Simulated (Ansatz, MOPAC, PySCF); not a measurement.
Potential energy curve for BeH, doublet.

UHF/LANL2DZ = unrestricted Hartree-Fock/LANL2DZ (PySCF); UKS-CAM-B3LYP = unrestricted CAM-B3LYP/def2-SVP run with Ansatz (a program for electronic structure); ROCCSD = Ansatz with CCSD on ROHF/def2-SVP, frozen core; PM3, unrestricted, heats of formation (MOPAC); UHF/def2-SVP (Ansatz).

Energies are in kJ/mol, each relative to the lowest point of its own curve near equilibrium.

| R / Å | UHF/LANL2DZ | UKS-CAM-B3LYP | ROCCSD | PM3 | UHF |
|---|---|---|---|---|---|
| 1.08 | 82.8 | 75.8 | 77.0 | 36.7 | 79.5 |
| 1.15 | 41.8 | 36.9 | 37.4 | 16.6 | 38.7 |
| 1.21 | 19.5 | 16.3 | 16.6 | 6.2 | 17.1 |
| 1.30 | ? | 1.7 | 1.8 | 0.0 | 1.8 |
| 1.34 | ? | 0.0 | 0.0 | ? | 0.0 |
| 1.36 | 0.0 | 0.0 | 0.0 | 0.9 | ? |
| 1.38 | 0.2 | 0.5 | 0.5 | ? | 0.7 |
| 1.43 | 3.0 | 3.9 | 3.7 | 6.2 | 4.3 |
| 1.50 | 11.2 | 12.4 | 12.1 | 15.3 | 13.6 |
| 1.58 | 25.0 | 26.3 | 25.5 | 29.6 | 28.6 |
| 1.65 | 39.9 | 40.8 | 39.5 | 44.3 | 44.4 |
| 1.86 | 91.0 | 90.9 | 86.5 | 89.8 | 98.0 |
| 2.07 | 135.7 | 140.2 | 131.1 | 122.7 | 145.6 |
| 2.21 | 156.2 | 168.0 | 155.0 | ? | 167.9 |
| 2.45 | 177.0 | 202.1 | 172.8 | 157.7 | 190.8 |
| 2.74 | 188.2 | 224.3 | 182.7 | 177.6 | 203.4 |
| 2.98 | 192.1 | 232.9 | 184.2 | 188.1 | 207.9 |
| 3.29 | 194.1 | 237.6 | 183.9 | 194.3 | 210.3 |
| 3.72 | 195.1 | 239.8 | 183.1 | 196.4 | 211.3 |
| 4.11 | 195.5 | 240.4 | 182.8 | 196.8 | 211.6 |
| 4.75 | 196.0 | 240.8 | 182.6 | 196.8 | 211.6 |
| 5.40 | 196.2 | 240.9 | 182.6 | 196.8 | 211.7 |

Task: What belongs in the gaps?

Result: 
- 1.30, UHF/LANL2DZ: 2.8
- 1.34, UHF/LANL2DZ: 0.3
- 1.34, PM3: 0.2
- 1.36, UHF: 0.1
- 1.38, PM3: 2.0
- 2.21, PM3: 137.5

The unrestricted determinant behind UHF/LANL2DZ, UHF is spin-contaminated at 2.07 to 5.40 Å (<S²> up to 1.0, against 0.75 for a pure doublet). The T1 diagnostic of CCSD on the restricted reference of ROCCSD exceeds 0.045 at 1.86 to 2.74 Å.
